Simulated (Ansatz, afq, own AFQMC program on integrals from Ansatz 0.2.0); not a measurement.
# HO2 (doublet): quantum Monte Carlo beside coupled cluster at distance O1–O2 = 1.309 Å, cc-pVDZ

How near does AFQMC come to the top of the ladder for HO2 (doublet)?

The runs use Ansatz 0.2.0, Gaussian basis, and an in-house AFQMC program (afq) on its integrals; all values are calculated; cc-pVDZ, frozen cores.

The runs, in order: PBE (unrestricted); r2SCAN (unrestricted); PBE0 (unrestricted); B3LYP (unrestricted); wB97M-V (unrestricted); B2PLYP (unrestricted); CCSD(T) on UHF; CCSDT(Q) on UHF; Phaseless AFQMC, CISD trial on UHF; Free-projection AFQMC, CISD trial on UHF.

6 further runs of the same task are left out: 2 for a known fault of the program, 4 that didn't finish.

## Step 1: The geometry

The geometry derives from a PBE0/def2-TZVP stationary point (not a proven minimum). One bond is set to the value named and the two fragments are kept rigid.

3 atoms, charge 0, spin multiplicity 2.

Atoms are counted from 1 here; the program's logs count them from 0.

Bond lengths: O1–O2 1.309 Å, O1–H3 0.975 Å. Angles: O2–O1–H3 105.8°.

As a file:

```xyz
3
HO2
O     0.00000   -0.10150    0.61866
O     0.00000    0.05116   -0.68114
H     0.00000    0.79920    0.99174
```

## Step 2: PBE (unrestricted)

in.yaml reads:

```yaml
crystal:
  periodic: [false, false, false]
  atoms:
    - {symbol: O, position_ang: [0.000000, -0.101504, 0.618658]}
    - {symbol: O, position_ang: [0.000000, 0.051156, -0.681136]}
    - {symbol: H, position_ang: [0.000000, 0.799197, 0.991739]}
basis:
  gaussian: {orbitals: cc-pVDZ}
magnetization: {spin_polarized: true, initial_magnetization: 1}
hamiltonian: {xc: {name: PBE}}
output: {orbitals: {seedname: orbitals}}
```

The run is started by

```sh
ansatz run in.yaml --threads 1 --pin off --events-out ev --progress --plain --max-ram 1382MiB
```

Output:

```text
Functional definition: PBE
  name "PBE"
  cite "Perdew, Burke & Ernzerhof, Phys. Rev. Lett. 77, 3865 (1996) doi:10.1103/PhysRevLett.77.3865"
  parent pbe
  parameter kappa = 0.804
  parameter beta = 0.06672455060314922
  exchange = pbe_x(kappa = kappa, mu = beta*pi^2/3)
  correlation = pbe_c(beta = beta)
328 factors; their error is unknown
mean field evaluation 1: about -4101.2461 eV, gradient 1.9e1 eV
mean field evaluation 2: about -4100.7304 eV, gradient 2.2e1 eV
mean field evaluation 4: about -4102.5248 eV, gradient 3.9e0 eV
mean field evaluation 8: about -4102.5495 eV, gradient 1.1e-2 eV
mean field evaluation 16: about -4101.1699 eV, gradient 8.7e0 eV
mean field evaluation 32: about -4102.5495 eV, gradient 2.1e-5 eV
mean field -4102.54947099 eV, -150.7659122509 hartree, gradient 2.1e-5 eV, S^2 0.751356; 4 other end points of the search recorded, 0 dependent functions left out
reference -4102.54948337 eV, -150.7659127059 hartree; 9, 8 occupied and 24, 25 virtual orbitals, 328 factors
Total energy: -4102.54948337 eV, -150.7659127059 hartree
```

Wall time 1.1 s (1 thread of Arm Neoverse V1, shared host).

From the report: ⟨S²⟩ of the determinant 0.751 (pure doublet: 0.75).

## Step 3: r2SCAN (unrestricted)

in.yaml, as its differences from that of step 2:

```diff
@@ -9,3 +9,2 @@
 magnetization: {spin_polarized: true, initial_magnetization: 1}
-hamiltonian: {xc: {name: PBE}}
-output: {orbitals: {seedname: orbitals}}
+hamiltonian: {xc: {name: r2SCAN}}
```

Launched as before.

Output:

```text
Functional definition: r2SCAN
  name "r2SCAN"
  cite "Furness, Kaplan, Ning, Perdew & Sun, J. Phys. Chem. Lett. 11, 8208 (2020) doi:10.1021/acs.jpclett.0c02405"
  cite "Furness, Kaplan, Ning, Perdew & Sun, J. Phys. Chem. Lett. 11, 9248 (2020) doi:10.1021/acs.jpclett.0c03077"
  parent r2scan
  parameter k0 = 0.174
  parameter k1 = 0.065
  parameter a1 = 4.9479
  exchange = r2scan_x(k0 = k0, k1 = k1, a1 = a1)
  correlation = r2scan_c
328 factors; their error is unknown
mean field evaluation 1: about -4103.6120 eV, gradient 1.7e1 eV
mean field evaluation 2: about -4103.5701 eV, gradient 1.7e1 eV
mean field evaluation 4: about -4104.6713 eV, gradient 3.1e0 eV
mean field evaluation 8: about -4104.6798 eV, gradient 1.5e-2 eV
mean field evaluation 16: about -4104.5290 eV, gradient 1.2e0 eV
mean field -4104.67981549 eV, -150.8442009672 hartree, gradient 5.6e-5 eV, S^2 0.753037; 1 other end points of the search recorded, 0 dependent functions left out
reference -4104.67981922 eV, -150.8442011046 hartree; 9, 8 occupied and 24, 25 virtual orbitals, 328 factors
Total energy: -4104.67981922 eV, -150.8442011046 hartree
```

It took 1.4 s on 1 thread of Arm Neoverse V1, shared host.

From the report: ⟨S²⟩ of the determinant 0.753 (pure doublet: 0.75).

## Step 4: PBE0 (unrestricted)

in.yaml, as its differences from that of step 3:

```diff
@@ -9,2 +9,3 @@
 magnetization: {spin_polarized: true, initial_magnetization: 1}
-hamiltonian: {xc: {name: r2SCAN}}
+hamiltonian: {xc: {name: PBE0}}
+output: {orbitals: {seedname: orbitals}}
```

The command is unchanged.

Output:

```text
Functional definition: PBE0
  name "PBE0"
  cite "Adamo & Barone, J. Chem. Phys. 110, 6158 (1999) doi:10.1063/1.478522"
  cite "Perdew, Burke & Ernzerhof, Phys. Rev. Lett. 77, 3865 (1996) doi:10.1103/PhysRevLett.77.3865"
  parent pbe
  parameter a = 0.25
  parameter kappa = 0.804
  parameter beta = 0.06672455060314922
  exchange = (1 - a)*pbe_x(kappa = kappa, mu = beta*pi^2/3) + a*exact_x
  correlation = pbe_c(beta = beta)
309 factors; integrals over basis functions are off by at most 1.4e-3 eV
mean field evaluation 1: about -4101.3270 eV, gradient 1.6e1 eV
mean field evaluation 2: about -4101.5680 eV, gradient 1.4e1 eV
mean field evaluation 4: about -4102.2406 eV, gradient 2.1e0 eV
mean field evaluation 8: about -4102.3611 eV, gradient 1.2e-1 eV
mean field evaluation 16: about -4102.3612 eV, gradient 2.6e-5 eV
mean field -4102.36121354 eV, -150.7589939172 hartree, gradient 2.8e-5 eV, S^2 0.752786; 1 other end points of the search recorded, 0 dependent functions left out
reference -4102.36122285 eV, -150.7589942593 hartree; 9, 8 occupied and 24, 25 virtual orbitals, 309 factors
Total energy: -4102.36122285 eV, -150.7589942593 hartree
```

It took 0.69 s on 1 thread of Arm Neoverse V1, shared host.

From the report: ⟨S²⟩ of the determinant 0.753 (pure doublet: 0.75).

## Step 5: B3LYP (unrestricted)

in.yaml, as its differences from that of step 4:

```diff
@@ -9,3 +9,2 @@
 magnetization: {spin_polarized: true, initial_magnetization: 1}
-hamiltonian: {xc: {name: PBE0}}
-output: {orbitals: {seedname: orbitals}}
+hamiltonian: {xc: {name: B3LYP}}
```

Launched as before.

Output (excerpt; [...] marks lines left out):

```text
Functional definition: B3LYP
  name "B3LYP"
  cite "Stephens, Devlin, Chabalowski & Frisch, J. Phys. Chem. 98, 11623 (1994) doi:10.1021/j100096a001"
  cite "Becke, Phys. Rev. A 38, 3098 (1988) doi:10.1103/PhysRevA.38.3098"
  cite "Lee, Yang & Parr, Phys. Rev. B 37, 785 (1988) doi:10.1103/PhysRevB.37.785"
  cite "Vosko, Wilk & Nusair, Can. J. Phys. 58, 1200 (1980) doi:10.1139/p80-159"
[...]
309 factors; integrals over basis functions are off by at most 1.4e-3 eV
[...]
mean field -4106.59291025 eV, -150.9145059029 hartree, gradient 9.5e-6 eV, S^2 0.752509; 1 other end points of the search recorded, 0 dependent functions left out
reference -4106.59301235 eV, -150.9145096551 hartree; 9, 8 occupied and 24, 25 virtual orbitals, 309 factors
Total energy: -4106.59301235 eV, -150.9145096551 hartree
```

Wall time 0.78 s (1 thread of Arm Neoverse V1, shared host).

From the report: ⟨S²⟩ of the determinant 0.753 (pure doublet: 0.75).

## Step 6: wB97M-V (unrestricted)

in.yaml, as its differences from that of step 5:

```diff
@@ -9,2 +9,3 @@
 magnetization: {spin_polarized: true, initial_magnetization: 1}
-hamiltonian: {xc: {name: B3LYP}}
+hamiltonian: {xc: {name: wB97M-V}}
+output: {orbitals: {seedname: orbitals}}
```

Launched as before.

Output (excerpt; [...] marks lines left out):

```text
Functional definition: wB97M-V
  name "wB97M-V"
  cite "Mardirossian & Head-Gordon, J. Chem. Phys. 144, 214110 (2016) doi:10.1063/1.4952647"
  cite "Becke, J. Chem. Phys. 107, 8554 (1997) doi:10.1063/1.475007"
  cite "Vydrov & Van Voorhis, J. Chem. Phys. 133, 244103 (2010) doi:10.1063/1.3521275"
  # Of w^i u^j: cxij and so on, Table III.
[...]
  gx(w, u) = 1 - cx + cx01*u + cx10*w
  gss(w, u) = css00 + css04*u^4 + css10*w + css20*w^2 + css43*w^4*u^3
  gos(w, u) = cos00 + cos10*w + (cos20 + cos21*u)*w^2 + (cos60 + cos61*u)*w^6
[...]
      + integral(e_c_pw_mod_opposite_spin*gos(b97_w_opposite, b97_u_opposite)) + vv10(b, c)
309 factors; integrals over basis functions are off by at most 1.4e-3 eV
70 factors; integrals over basis functions are off by at most 2.4e-5 eV
[...]
mean field -4105.37266787 eV, -150.8696628225 hartree, gradient 3.3e-5 eV, S^2 0.752341; 1 other end points of the search recorded, 0 dependent functions left out
reference -4105.37268277 eV, -150.8696633703 hartree; 9, 8 occupied and 24, 25 virtual orbitals, 309 factors
Total energy: -4105.37268277 eV, -150.8696633703 hartree
```

It took 3 s on 1 thread of Arm Neoverse V1, shared host.

From the report: ⟨S²⟩ of the determinant 0.752 (pure doublet: 0.75).

## Step 7: B2PLYP (unrestricted)

in.yaml, as its differences from that of step 6:

```diff
@@ -9,3 +9,3 @@
 magnetization: {spin_polarized: true, initial_magnetization: 1}
-hamiltonian: {xc: {name: wB97M-V}}
-output: {orbitals: {seedname: orbitals}}
+hamiltonian: {xc: {name: B2PLYP}}
+correlation: {electrons: outside_noble_gas}
```

Same command.

Output (excerpt; [...] marks lines left out):

```text
Functional definition: B2PLYP
  name "B2PLYP"
  cite "Grimme, J. Chem. Phys. 124, 034108 (2006) doi:10.1063/1.2148954"
  cite "Becke, Phys. Rev. A 38, 3098 (1988) doi:10.1103/PhysRevA.38.3098"
  cite "Lee, Yang & Parr, Phys. Rev. B 37, 785 (1988) doi:10.1103/PhysRevB.37.785"
[...]
309 factors; integrals over basis functions are off by at most 1.4e-3 eV
[...]
mean field -4100.01237673 eV, -150.6726757567 hartree, gradient 3.4e-6 eV, S^2 0.754980; 2 other end points of the search recorded, 0 dependent functions left out
2 core orbitals not correlated: weight in the atoms' cores, before any rotation towards them, 1.000 or more for the frozen orbitals, at most 0.000 for the correlated occupied ones
reference -4100.01244179 eV, -150.6726781477 hartree; 7, 6 occupied and 24, 25 virtual orbitals, 309 factors
second order -11.62281573 eV of doubles, -0.00000000 eV of singles
Total energy: -4103.15060204 eV, -150.7880034096 hartree
```

Run time: 1.1 s. Hardware: 1 thread of Arm Neoverse V1, shared host.

From the report: ⟨S²⟩ of the determinant 0.755 (pure doublet: 0.75).

## Step 8: CCSD(T) on UHF

in.yaml, as its differences from that of step 7:

```diff
@@ -9,3 +9,2 @@
 magnetization: {spin_polarized: true, initial_magnetization: 1}
-hamiltonian: {xc: {name: B2PLYP}}
-correlation: {electrons: outside_noble_gas}
+correlation: {method: ccsd_t, electrons: outside_noble_gas, hamiltonian_folder: ham}
```

Launched as before.

Output (excerpt; [...] marks lines left out):

```text
Functional definition: HF
  name "HF"
  cite "Fock, Z. Phys. 61, 126 (1930) doi:10.1007/BF01340294"
  parent pbe
[...]
309 factors; integrals over basis functions are off by at most 1.4e-3 eV
[...]
mean field -4086.81946507 eV, -150.1878451957 hartree, gradient 2.6e-6 eV, S^2 0.758776; 6 other end points of the search recorded, 0 dependent functions left out
determinant -4086.81946507 eV, -150.1878451957 hartree, with singles and doubles -4096.65995196 eV, -150.5494764185 hartree
determinant -4086.15432707 eV, -150.1634018248 hartree, with singles and doubles -4095.67321588 eV, -150.5132145364 hartree
2 core orbitals not correlated: weight in the atoms' cores, before any rotation towards them, 1.000 or more for the frozen orbitals, at most 0.000 for the correlated occupied ones
reference -4086.81946507 eV, -150.1878451957 hartree; 7, 6 occupied and 24, 25 virtual orbitals, 309 factors
second order -9.30989301 eV of doubles, -0.00000000 eV of singles
cycle   1  -9.84032293 eV  change    1.6e-4 eV  update   9.8e-4
[...]
cycle   7  -9.84080434 eV  change    6.3e-6 eV  update   5.5e-6
perturbative correction -0.22879832 eV, -0.0084081831 hartree
Total energy: -4096.88906773 eV, -150.5578962678 hartree
```

Wall time 1.1 s (1 thread of Arm Neoverse V1, shared host).

From the report: ⟨S²⟩ of the determinant 0.759 (pure doublet: 0.75); correlation -10.0696 eV; T1 0.031; largest double amplitude 0.06.

This run also writes the integrals to the folder ham.

## Step 9: CCSDT(Q) on UHF

in.yaml, as its differences from that of step 8:

```diff
@@ -9,2 +9,2 @@
 magnetization: {spin_polarized: true, initial_magnetization: 1}
-correlation: {method: ccsd_t, electrons: outside_noble_gas, hamiltonian_folder: ham}
+correlation: {method: ccsdt_q, electrons: outside_noble_gas}
```

Same command.

Output (excerpt; [...] marks lines left out):

```text
Functional definition: HF
  name "HF"
  cite "Fock, Z. Phys. 61, 126 (1930) doi:10.1007/BF01340294"
  parent pbe
[...]
543 factors; integrals over basis functions are off by at most 2.0e-7 eV
[...]
mean field -4086.81950379 eV, -150.1878466185 hartree, gradient 2.6e-6 eV, S^2 0.758776; 6 other end points of the search recorded, 0 dependent functions left out
determinant -4086.81950379 eV, -150.1878466185 hartree, with singles and doubles -4096.66000278 eV, -150.5494782865 hartree
determinant -4086.15436501 eV, -150.1634032192 hartree, with singles and doubles -4095.67326547 eV, -150.5132163591 hartree
2 core orbitals not correlated: weight in the atoms' cores, before any rotation towards them, 1.000 or more for the frozen orbitals, at most 0.000 for the correlated occupied ones
reference -4086.81950379 eV, -150.1878466185 hartree; 7, 6 occupied and 24, 25 virtual orbitals, 543 factors
second order -9.30992974 eV of doubles, -0.00000000 eV of singles
cycle   1  -9.43780283 eV  change   -1.3e-1 eV  update   8.7e-2
[...]
cycle  17  -10.08686587 eV  change   -1.6e-6 eV  update   7.1e-7
perturbative correction -0.03336520 eV, -0.0012261485 hartree
Total energy: -4096.93973486 eV, -150.5597582508 hartree
```

Wall time 16 s (1 thread of Arm Neoverse V1, shared host); peak memory 0.3 GiB.

From the report: ⟨S²⟩ of the determinant 0.759 (pure doublet: 0.75); correlation -10.1202 eV; T1 0.031; largest double amplitude 0.07.

## Step 10: Phaseless AFQMC, CISD trial on UHF

It reads the integrals that the CCSD(T) run on this determinant wrote.

The run is started by

```sh
afq ham --method phaseless --trial cisd --walkers 60 --populations 1 --least-time 40 --time-step 0.005 --steps-per-block 50 --equilibration-blocks 28 --max-blocks 300 --target-error 0.00043 --factor-cut 1e-05 --start spin_pure --seed 2387 --release-times 0.24,0.51,0.99,1.62,2.4 --release-step 0.03 --release-every 4 --taylor-order 6
```

Output:

```text
orbitals 31  electrons 7 6  factors 229 of 309
reference energy -150.18784520 Eh
CCSD correlation -0.36164302 Eh in 11 cycles, weight of the determinant in the CISD state 0.8854
energy of the start -150.549107 Eh
 block  time / (1/Eh)  mean weight  energy / Eh
     1     0.250  1.0016  -150.545881
     2     0.500  0.9961  -150.550918
     3     0.750  0.9964  -150.553114
     4     1.000  0.9998  -150.550037
     5     1.250  0.9970  -150.551436
     6     1.500  1.0029  -150.554077
     7     1.750  1.0006  -150.585280
     8     2.000  1.0008  -150.555810
     9     2.250  0.9989  -150.564489
    10     2.500  0.9969  -150.555143
    17     4.250  1.0047  -150.554625
    25     6.250  0.9981  -150.553953
    33     8.250  1.0022  -150.557339
    41    10.250  1.0014  -150.564079
    49    12.250  1.0025  -150.552348
    57    14.250  0.9999  -150.551719
    65    16.250  0.9958  -150.571906
    73    18.250  1.0011  -150.562722
    81    20.250  1.0025  -150.568656
    89    22.250  0.9991  -150.551625
    97    24.250  1.0002  -150.552347
   105    26.250  0.9981  -150.558924
   113    28.250  0.9996  -150.560625
   121    30.250  0.9996  -150.559175
   129    32.250  0.9993  -150.554292
   137    34.250  1.0064  -150.565083
   145    36.250  1.0011  -150.555613
   153    38.250  0.9991  -150.560788
   161    40.250  1.0010  -150.564888
   169    42.250  0.9979  -150.557702
   177    44.250  1.0007  -150.581722
   185    46.250  1.0000  -150.555571
   193    48.250  1.0029  -150.550136
   201    50.250  1.0014  -150.555640
   209    52.250  0.9991  -150.562928
   217    54.250  1.0014  -150.559384
   225    56.250  0.9977  -150.551012
   233    58.250  0.9983  -150.560454
   241    60.250  1.0037  -150.549945
   249    62.250  0.9987  -150.560171
   257    64.250  0.9996  -150.577661
   265    66.250  1.0027  -150.555168
   273    68.250  0.9988  -150.554731
   281    70.250  1.0018  -150.551531
   289    72.250  0.9988  -150.559683
   297    74.250  0.9983  -150.558952
   305    76.250  1.0002  -150.552313
   313    78.250  1.0026  -150.556361
   321    80.250  0.9969  -150.553545
blocks merged  error / Eh  count
     1  0.000401  300
     2  0.000431  150
     4  0.000470  75
     8  0.000545  37
    16  0.000594  18
    32  0.000582  9
released: time / (1/Eh)  energy / Eh  error  mean overlap
  0.24  -150.558632  0.000677  1.0139
  0.51  -150.560176  0.000623  1.0015
  0.99  -150.559839  0.000720  0.9965
  1.62  -150.560366  0.001296  0.9648
  2.40  -150.558195  0.001044  0.9858
energy -150.558876 +/- 0.000594 Eh
```

Run time: 5.8 min. Hardware: 1 thread of Arm Neoverse V1, shared host.

Energy -4096.9157 ± 0.0162 eV. Caveats: constraint bias not in the error.

## Step 11: Free-projection AFQMC, CISD trial on UHF

It reads the integrals that the CCSD(T) run on this determinant wrote.

The run is started by

```sh
afq ham --method free --trial cisd --walkers 60 --time-step 0.03 --max-blocks 80 --target-error 0.00043 --factor-cut 1e-05 --seed 3409 --times 0,0.21,0.42,0.81,1.2,1.8,2.4,3 --taylor-order 8
```

Output:

```text
orbitals 31  electrons 7 6  factors 229 of 309
reference energy -150.18784520 Eh
CCSD correlation -0.36164302 Eh in 11 cycles, weight of the determinant in the CISD state 0.8854
repeat  energy at the last time / Eh  error
    10  -150.557578  0.003675
    20  -150.556043  0.001952
    30  -150.556460  0.001742
    40  -150.556787  0.001494
    50  -150.557037  0.001263
    60  -150.557506  0.001150
    70  -150.558370  0.001085
    80  -150.559055  0.001083
time / (1/Eh)  energy / Eh  error  mean overlap
  0.00  -150.549375  0.000341  1.1288
  0.21  -150.555956  0.000370  1.1256
  0.42  -150.557971  0.000447  1.1302
  0.81  -150.559219  0.000508  1.1232
  1.20  -150.560474  0.000573  1.1144
  1.80  -150.559913  0.000748  1.0941
  2.40  -150.559400  0.000763  1.0856
  3.00  -150.559055  0.001083  1.0838
energy -150.559055 +/- 0.001083 Eh
```

Run time: 3.6 min. Hardware: 1 thread of Arm Neoverse V1, shared host.

Energy -4096.9206 ± 0.0295 eV. Caveats: remainder of the start not in the error; error above the target.

## Step 12: AFQMC on the ladder

On the UHF determinant, counted from CCSDT(Q) (a yardstick, not exact):

| level | energy (eV) | from CCSDT(Q) (kcal/mol) | statistical error (kcal/mol) | time |
| --- | --- | --- | --- | --- |
| HF | -4086.8195 | +233.38 |  |  |
| MP2 | -4096.1294 | +18.69 |  |  |
| CCSD | -4096.6603 | +6.44 |  |  |
| CCSD(T) | -4096.8891 | +1.17 |  |  |
| CCSDT(Q) | -4096.9397 | 0.00 |  |  |
| Phaseless AFQMC, CISD trial, step 0.005, 60 walkers | -4096.9157 | +0.55 | 0.37 | 5.8 min |
| Free-projection AFQMC, CISD trial, step 0.03, 60 walkers | -4096.9206 | +0.44 | 0.68 | 3.6 min |

The functionals' totals stand on their own zeros and serve differences with other points: PBE -4102.549 eV; r2SCAN -4104.680 eV; PBE0 -4102.361 eV; B3LYP -4106.593 eV; wB97M-V -4105.373 eV; B2PLYP -4103.151 eV.

## Step 13: Summary of results

```
                                              quantity                  value
                          CCSD(T) on UHF from CCSDT(Q)         +1.17 kcal/mol
      Phaseless AFQMC, CISD trial on UHF from CCSDT(Q)  +0.55 ± 0.37 kcal/mol
Free-projection AFQMC, CISD trial on UHF from CCSDT(Q)  +0.44 ± 0.68 kcal/mol
```

In words: On UHF the phaseless walk with the CISD trial lies +0.55 kcal/mol from CCSDT(Q), within three error bars. Free projection has no constraint; at the last time it gives +0.44 ± 0.68 kcal/mol, and from a start that isn't spin pure other spins can mix in. Error bars are statistical and leave out the constraint, the time step and what remains of the start.
